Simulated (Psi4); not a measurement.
# NO2F (nitryl fluoride): a chain of runs

Wanted: a structure relaxation (SVWN-RPA/STO-3G), then vibrational wavenumbers (SVWN-RPA/STO-3G), then the energy (SCS-MP2/aug-cc-pVDZ), then the vertical excitations (TDA-SVWN-RPA/STO-3G) of NO2F (nitryl fluoride). 

The calculation is run with Psi4 1.11.

**1. The system as given**

NO2F has 4 atoms, charge 0, and is taken as a singlet. SMILES: `O=[N+]([O-])F`. The coordinates come from a PBE0-D4/def2-TZVP relaxation. The run starts from this shape.

Bond lengths: O1–N2 1.170 Å, N2–O3 1.170 Å, N2–F4 1.442 Å. Angles: O1–N2–O3 135.6°, O1–N2–F4 112.2°, O3–N2–F4 112.2°.

**2. A geometry optimisation at SVWN-RPA/STO-3G (density fitting) (run 1)**

The input, calc.py:

```python
import psi4

psi4.set_memory(1600000000)
psi4.set_num_threads(1)
psi4.core.set_output_file('psi4.out', False)

molecule = psi4.geometry("""
0 1
O      0.188290     0.469930     1.120250
N      0.079720    -0.071800     0.089140
O      0.476580    -1.068680    -0.376880
F     -0.744590     0.670550    -0.832510
units angstrom
symmetry c1
""")

psi4.set_options({
    'basis': 'STO-3G',
    'reference': 'rks',
    'geom_maxiter': 60,
})

e_tot = psi4.optimize("svwn")
print('E =', round(e_tot, 9))
print(molecule.to_string(dtype='xyz', units='Angstrom'))
```

The run is started by

```bash
$ python calc.py
```

psi4.out:

```text
[...]
  Running in c1 symmetry.
[...]
  Nuclear repulsion =  124.476506262533732
[...]
  Multiplicity = 1
[...]
  Nalpha       = 16
  Nbeta        = 16
[...]
    Number of basis functions: 20
[...]
   @DF-RKS iter   1:  -298.90773444408262   -2.54409e-01   2.99758e-02 DIIS/ADIIS
[...]
   @DF-RKS iter  12:  -299.15543368076055   -1.50067e-11   7.39756e-09 DIIS
[...]
    Orbital Energies [Eh]
    ---------------------
    Doubly Occupied:
       1A    -23.841274     2A    -18.423300     3A    -18.423286
       4A    -13.956429     5A     -1.094208     6A     -0.972716
       7A     -0.912183     8A     -0.541564     9A     -0.426223
      10A     -0.413710    11A     -0.387165    12A     -0.199931
      13A     -0.198875    14A     -0.183417    15A     -0.182924
      16A     -0.150791
[...]
  @DF-RKS Final Energy:  -299.15543368076055
   => Energetics <=
    Nuclear Repulsion Energy =            115.5066173617754686
    One-Electron Energy =                -646.0738586694733385
    Two-Electron Energy =                 264.3310074594937760
    DFT Exchange-Correlation Energy =     -32.9191998325564796
    Empirical Dispersion Energy =           0.0000000000000000
    VV10 Nonlocal Energy =                  0.0000000000000000
    Total Energy =                       -299.1554336807605523
[...]
 Multipole Moments:
 ------------------------------------------------------------------------------------
     Multipole            Electronic (a.u.)      Nuclear  (a.u.)        Total (a.u.)
 ------------------------------------------------------------------------------------
 L = 1.  Multiply by 2.5417464519 to convert [e a0] to [Debye]
 Dipole X            :          1.1936821           -1.0045665            0.1891156
 Dipole Y            :          0.8425781           -0.7090860            0.1334921
 Dipole Z            :          0.0000000            0.0000000            0.0000000
 Magnitude           :                                                    0.2314840
[...]
  -Total Gradient:
     Atom            X                  Y                   Z
    ------   -----------------  -----------------  -----------------
       1       -0.000002880142    -0.000002852729    -0.000022958039
       2        0.000009625157     0.000009026275    -0.000000005719
       3       -0.000002878814    -0.000002851679     0.000022963455
       4       -0.000007228028    -0.000005681377     0.000000000280
[...]
    Final optimized geometry and variables:
    Molecular point group: c1
    Full point group: Cs
    Geometry (in Angstrom), charge = 0, multiplicity = 1:
    O           -0.567559062955    -0.400621673537     1.187339393956
    N           -0.140929834280    -0.099470442861     0.000000000240
    O           -0.567559062955    -0.400621673537    -1.187339393566
    F            1.059540016784     0.747889745095    -0.000000000505
[...]
```

On the terminal:

```text
Some dependencies such as QCElemental have not yet finished migration to pydantic v2. If issues are encountered please downgrade pydantic or upgrade QCElemental as appropriate
	Energy has increased in a minimization.
	Energy ratio indicates iffy step.
	Intrafrag trust radius decreased to   0.25.
	Previous geometry is closer to target in internal coordinates, so using that one.

	Best geometry has RMS(Delta(q)) = 1.05e-03

	Previous geometry is closer to target in internal coordinates, so using that one.

	Best geometry has RMS(Delta(q)) = 2.63e-06

Optimizer: Optimization complete!
E = -299.155433681
4
0 1 FNO2
O                    -0.567559062955    -0.400621673537     1.187339393956
N                    -0.140929834280    -0.099470442861     0.000000000000
O                    -0.567559062955    -0.400621673537    -1.187339393566
F                     1.059540016784     0.747889745095     0.000000000000
```

It took 7.2 s on 1 thread of Intel Xeon 6975P-C (Granite Rapids), shared host; peak memory 0.24 GiB.

Step by step:

```tsv
step	energy from the first frame kept (eV)	largest force (eV/Å)
0	0.0000	13.3060
1	-1.4663	1.9673
2	-1.5065	0.6826
3	-1.5114	0.1964
4	-1.5064	0.3819
5	-1.5108	0.1808
6	-1.5120	0.0282
7	-1.5120	0.0012
```

After the run. Bond lengths: O1–N2 1.297 Å, N2–O3 1.297 Å, N2–F4 1.469 Å. Angles: O1–N2–O3 132.5°, O1–N2–F4 113.7°, O3–N2–F4 113.7°.

**3. The harmonic vibrations at SVWN-RPA/STO-3G (run 2)**

The input, job.py:

```python
import psi4

psi4.set_memory('1600 MB')
psi4.set_num_threads(1)
psi4.core.set_output_file('psi4.out', False)

geom = psi4.geometry("""
0 1
O
N 1 1.297104
O 2 1.297105 1 132.51856
F 2 1.469404 1 113.74073 3 -179.9988
""")

psi4.set_options({
    'basis': 'STO-3G',
    't': 400.0,
    'rotational_symmetry_number': 2,
    'scf_type': 'pk',
})

E = psi4.frequencies('svwn')
print(f'svwn energy: {E:.10f} Eh')
for k in ('ZPVE', 'ENTHALPY', 'GIBBS FREE ENERGY'):
    print(f'{k}: {psi4.variable(k):.8f} Eh')
for k, v in sorted(psi4.core.scalar_variables().items()):
    print(f'{k:45s} {v:18.10f}')
```

The run is started by

```bash
$ python job.py
```

psi4.out:

```text
[...]
  Running in c1 symmetry.
[...]
  Nuclear repulsion =  115.506589672588817
[...]
  Multiplicity = 1
[...]
  Nalpha       = 16
  Nbeta        = 16
[...]
    Number of basis functions: 20
[...]
   @RKS iter   1:  -298.94529795817618   -7.95180e-01   3.02072e-02 ADIIS/DIIS
[...]
  -Total Gradient:
     Atom            X                  Y                   Z
    ------   -----------------  -----------------  -----------------
       1       -0.000000686955    -0.000014121849     0.000016585322
       2        0.000001870876     0.000024250947     0.000009532361
       3       -0.000000686953     0.000001827341    -0.000020848616
       4       -0.000000485616    -0.000015709090    -0.000006938006
[...]
   @RKS iter  12:  -299.15383257460104   -5.68434e-14   9.67948e-10 DIIS
[...]
    Orbital Energies [Eh]
    ---------------------
    Doubly Occupied:
       1A    -23.840831     2A    -18.422920     3A    -18.422906
       4A    -13.956107     5A     -1.094196     6A     -0.972703
       7A     -0.912176     8A     -0.541554     9A     -0.426218
      10A     -0.413711    11A     -0.387162    12A     -0.199920
      13A     -0.198861    14A     -0.183417    15A     -0.182923
      16A     -0.150784
[...]
  @RKS Final Energy:  -299.15383257460104
   => Energetics <=
    Nuclear Repulsion Energy =            115.5065896725888308
    One-Electron Energy =                -646.0738227225930359
    Two-Electron Energy =                 264.3325950565347284
    DFT Exchange-Correlation Energy =     -32.9191945811315350
    Empirical Dispersion Energy =           0.0000000000000000
    VV10 Nonlocal Energy =                  0.0000000000000000
    Total Energy =                       -299.1538325746010401
[...]
 Multipole Moments:
 ------------------------------------------------------------------------------------
     Multipole            Electronic (a.u.)      Nuclear  (a.u.)        Total (a.u.)
 ------------------------------------------------------------------------------------
 L = 1.  Multiply by 2.5417464519 to convert [e a0] to [Debye]
 Dipole X            :         -0.0000204            0.0000189           -0.0000015
 Dipole Y            :          1.3374150           -1.1255630            0.2118520
 Dipole Z            :          0.5882175           -0.4950419            0.0931756
 Magnitude           :                                                    0.2314367
[...]
  ==> Harmonic Vibrational Analysis <==
[...]
  Freq [cm^-1]                 481.6477            534.9122            570.6500
[...]
  IR activ [km/mol]             1.9979              2.3069              1.5595
[...]
  Freq [cm^-1]                 951.0632           1338.9929           1714.4636
[...]
  IR activ [km/mol]            31.3212             83.8596             36.6244
[...]
  Total E_0, Enthalpy at 0 [K]                                                         -299.14109368 [Eh]
[...]
  Total H, Enthalpy at  400.00 [K]                                                     -299.13454291 [Eh]
[...]
  Total G, Gibbs energy at  400.00 [K]                                                 -299.17693676 [Eh]
[...]
```

Standard output:

```text
Warning: used thermodynamics relations inappropriate for low-frequency modes: ['481.6477' '534.9122' '570.6500']
svwn energy: -299.1538325746 Eh
ZPVE: 0.01273890 Eh
ENTHALPY: -299.13454291 Eh
GIBBS FREE ENERGY: -299.17693676 Eh
CURRENT ENERGY                                   -299.1538325746
CURRENT REFERENCE ENERGY                         -299.1538325746
DD SOLVATION ENERGY                                 0.0000000000
DFT FUNCTIONAL TOTAL ENERGY                      -299.1538325746
DFT TOTAL ENERGY                                 -299.1538325746
DFT VV10 ENERGY                                     0.0000000000
DFT XC ENERGY                                     -32.9191945811
ENTHALPY                                         -299.1345429084
ENTHALPY CORRECTION                                 0.0192896662
GIBBS FREE ENERGY                                -299.1769367583
GIBBS FREE ENERGY CORRECTION                       -0.0231041837
GRID ELECTRONS ALPHA                               16.0000029541
GRID ELECTRONS BETA                                16.0000029541
GRID ELECTRONS TOTAL                               32.0000059082
NUCLEAR REPULSION ENERGY                          115.5065896726
ONE-ELECTRON ENERGY                              -646.0738227226
PCM POLARIZATION ENERGY                             0.0000000000
PE ENERGY                                           0.0000000000
SCF ITERATION ENERGY                             -299.1538325746
SCF ITERATIONS                                     12.0000000000
SCF TOTAL ENERGY                                 -299.1538325746
THERMAL ENERGY                                   -299.1358096326
THERMAL ENERGY CORRECTION                           0.0180229420
TWO-ELECTRON ENERGY                               264.3325950565
XC GRID RADIAL POINTS                              75.0000000000
XC GRID SPHERICAL POINTS                          302.0000000000
XC GRID TOTAL POINTS                            83282.0000000000
ZERO K ENTHALPY                                  -299.1410936774
ZPVE                                                0.0127388972
```

Run time: 4.5 s. Hardware: 1 thread of Intel Xeon 6975P-C (Granite Rapids), shared host; peak memory 0.22 GiB.

**4. The energy at SCS-MP2/aug-cc-pVDZ (density fitting) (run 3)**

The input, fno2.inp:

```
memory 1600 MB

molecule geom {
  O     -0.604413    -0.367433     1.146134
  N     -0.177783    -0.066281    -0.041205
  O     -0.604413    -0.367433    -1.228545
  F      1.022687     0.781079    -0.041205
}

set basis aug-cc-pVDZ
set reference rhf
set freeze_core true

energy('scs-mp2')
```

The run is started by

```bash
$ psi4 fno2.inp fno2.out -n 1
```

fno2.out:

```text
[...]
  Running in c1 symmetry.
[...]
  Nuclear repulsion =  115.506583220362117
[...]
  Multiplicity = 1
[...]
  Nalpha       = 16
  Nbeta        = 16
[...]
    Number of basis functions: 92
[...]
   @RHF iter   1:  -303.11583651027388   -8.71212e-01   8.99827e-03 DIIS/ADIIS
[...]
   @RHF iter  14:  -303.39706324801318   -3.86535e-12   2.98285e-09 DIIS
[...]
    Orbital Energies [Eh]
    ---------------------
    Doubly Occupied:
       1A    -26.432194     2A    -20.717804     3A    -20.717758
       4A    -16.003671     5A     -1.720968     6A     -1.569214
       7A     -1.447910     8A     -1.007102     9A     -0.829426
      10A     -0.807450    11A     -0.799819    12A     -0.719472
      13A     -0.683710    14A     -0.589756    15A     -0.571426
      16A     -0.521501
[...]
  @RHF Final Energy:  -303.39706324801318
   => Energetics <=
    Nuclear Repulsion Energy =            115.5065832203621170
    One-Electron Energy =                -647.5289281815660161
    Two-Electron Energy =                 228.6252817131907022
    Total Energy =                       -303.3970632480131826
[...]
 Multipole Moments:
 ------------------------------------------------------------------------------------
     Multipole            Electronic (a.u.)      Nuclear  (a.u.)        Total (a.u.)
 ------------------------------------------------------------------------------------
 L = 1.  Multiply by 2.5417464519 to convert [e a0] to [Debye]
 Dipole X            :          1.1403044           -1.0045670            0.1357375
 Dipole Y            :          0.8049054           -0.7090863            0.0958191
 Dipole Z            :          0.0000027           -0.0000002            0.0000025
 Magnitude           :                                                    0.1661504
[...]
	SCS-MP2 Total Energy (a.u.)        :  -304.20117034460253
	SOS-MP2 Total Energy (a.u.)        :  -304.12254661483547
	SCSN-MP2 Total Energy (a.u.)       :  -303.81219654118354
[...]
	SOS-PI-MP2 Total Energy (a.u.)     :  -304.24346050930581
[...]
	MP2 Total Energy (a.u.)            :  -304.23750390966637
[...]
```

It took 4.8 s on 1 thread of Intel Xeon 6975P-C (Granite Rapids), shared host; peak memory 0.49 GiB.

**5. The vertical excitations at TDA-SVWN-RPA/STO-3G (density fitting, save jk yes) (run 4)**

The input, fno2.in:

```
memory 1600 mb

molecule geom {
  O
  N 1 R2
  O 2 R3 1 A3
  F 2 R4 1 A4 3 D4

  R2 = 1.297104
  R3 = 1.297105
  A3 = 132.51856
  R4 = 1.469404
  A4 = 113.74073
  D4 = -179.9988
  units angstrom
  symmetry c1
}

set basis STO-3G
set reference rks
set save_jk true

from psi4.driver.procrouting.response.scf_response import tdscf_excitations
result, w = energy("svwn", return_wfn=True)
states = tdscf_excitations(w, states=4, tda=True)
```

The run is started by

```bash
$ psi4 -n 1 fno2.in fno2.out
```

fno2.out:

```text
[...]
  Running in c1 symmetry.
[...]
  Nuclear repulsion =  115.506589672588817
[...]
  Multiplicity = 1
[...]
  Nalpha       = 16
  Nbeta        = 16
[...]
    Number of basis functions: 20
[...]
   @DF-RKS iter   1:  -298.94690294251001   -7.95210e-01   3.02072e-02 DIIS/ADIIS
[...]
   @DF-RKS iter  10:  -299.15543368102766   -1.87562e-08   3.72728e-07 DIIS
[...]
    Orbital Energies [Eh]
    ---------------------
    Doubly Occupied:
       1A    -23.841274     2A    -18.423300     3A    -18.423286
       4A    -13.956429     5A     -1.094207     6A     -0.972716
       7A     -0.912182     8A     -0.541564     9A     -0.426223
      10A     -0.413710    11A     -0.387165    12A     -0.199931
      13A     -0.198875    14A     -0.183417    15A     -0.182924
      16A     -0.150791
[...]
  @DF-RKS Final Energy:  -299.15543368102766
   => Energetics <=
    Nuclear Repulsion Energy =            115.5065896725888166
    One-Electron Energy =                -646.0737914457238276
    Two-Electron Energy =                 264.3309673072734540
    DFT Exchange-Correlation Energy =     -32.9191992151660742
    Empirical Dispersion Energy =           0.0000000000000000
    VV10 Nonlocal Energy =                  0.0000000000000000
    Total Energy =                       -299.1554336810276595
[...]
 Multipole Moments:
 ------------------------------------------------------------------------------------
     Multipole            Electronic (a.u.)      Nuclear  (a.u.)        Total (a.u.)
 ------------------------------------------------------------------------------------
 L = 1.  Multiply by 2.5417464519 to convert [e a0] to [Debye]
 Dipole X            :         -0.0000204            0.0000189           -0.0000015
 Dipole Y            :          1.3374575           -1.1255630            0.2118945
 Dipole Z            :          0.5882362           -0.4950419            0.0931943
 Magnitude           :                                                    0.2314832
[...]
**********                               WARNING                                **********
**********       The names of excited state variables changed between 1.5       **********
[...]
**********                               WARNING                                **********
**********  Length-gauge rotatory strengths are **NOT** gauge-origin invariant  **********
[...]
                                    Excitation Energy         Total Energy        Oscillator Strength             Rotatory Strength
[...]
Excited State    1 (1 A):   0.12950 au   351.84 nm f = 0.0000
[...]
Excited State    2 (1 A):   0.16006 au   284.66 nm f = 0.0001
[...]
Excited State    3 (1 A):   0.17080 au   266.77 nm f = 0.0000
[...]
Excited State    4 (1 A):   0.19972 au   228.14 nm f = 0.0061
[...]
**********                               WARNING                                **********
**********       The names of excited state variables changed between 1.5       **********
[...]
```

Wall time 2.4 s (1 thread of Intel Xeon 6975P-C (Granite Rapids), shared host); peak memory 0.21 GiB.

The roots found:

```tsv
excited state	energy (eV)	strength	label
1	3.524	0.0000	A 1
2	4.355	0.0001	A 1
3	4.648	0.0000	A 1
4	5.435	0.0062	A 1
```

**6. Summary of results**

```
                                                                      quantity             value
                               run 1, SVWN-RPA/STO-3G: total energy at the end     -299.15543 Eh
                                         run 1, SVWN-RPA/STO-3G: dipole moment            0.59 D
                                           run 1, SVWN-RPA/STO-3G: HOMO energy          -4.10 eV
                                           run 1, SVWN-RPA/STO-3G: LUMO energy          -0.95 eV
                                         run 1, SVWN-RPA/STO-3G: HOMO–LUMO gap           3.15 eV
                                          run 2, SVWN-RPA/STO-3G: total energy     -299.15383 Eh
                            run 2, SVWN-RPA/STO-3G: lowest harmonic wavenumber          482 cm⁻¹
                           run 2, SVWN-RPA/STO-3G: highest harmonic wavenumber         1714 cm⁻¹
                                     run 2, SVWN-RPA/STO-3G: zero-point energy       33.4 kJ/mol
run 2, SVWN-RPA/STO-3G: ideal-gas entropy at 400 K (symmetry number 2 as used)  66.5 cal/(mol K)
                                      run 3, SCS-MP2/aug-cc-pVDZ: total energy     -304.20117 Eh
               run 3, SCS-MP2/aug-cc-pVDZ: HOMO energy (Hartree–Fock orbitals)         -14.19 eV
               run 3, SCS-MP2/aug-cc-pVDZ: LUMO energy (Hartree–Fock orbitals)          -0.19 eV
             run 3, SCS-MP2/aug-cc-pVDZ: HOMO–LUMO gap (Hartree–Fock orbitals)          14.00 eV
       run 3, SCS-MP2/aug-cc-pVDZ: correlation energy (4 core orbitals frozen)        -804.1 mEh
                 run 4, TDA-SVWN-RPA/STO-3G: ground-state or mean-field energy     -299.15543 Eh
        run 4, TDA-SVWN-RPA/STO-3G: dipole moment (SVWN-RPA Kohn–Sham density)            0.59 D
         run 4, TDA-SVWN-RPA/STO-3G: HOMO energy (SVWN-RPA Kohn–Sham orbitals)          -4.10 eV
         run 4, TDA-SVWN-RPA/STO-3G: LUMO energy (SVWN-RPA Kohn–Sham orbitals)          -0.95 eV
       run 4, TDA-SVWN-RPA/STO-3G: HOMO–LUMO gap (SVWN-RPA Kohn–Sham orbitals)           3.15 eV
                          run 4, TDA-SVWN-RPA/STO-3G: lowest excitation energy           3.52 eV
```

**Reading.** The optimisation (run 1, SVWN-RPA/STO-3G) took 8 steps and changed the energy by -1.512 eV. All 6 modes (run 2, SVWN-RPA/STO-3G) are real, so the shape is a minimum at this level. Excitation energies in a minimal basis are rough. Roots above 4.1 eV lie over the negative of the HOMO energy, where those of Rydberg kind are poorly described; valence roots are less touched.
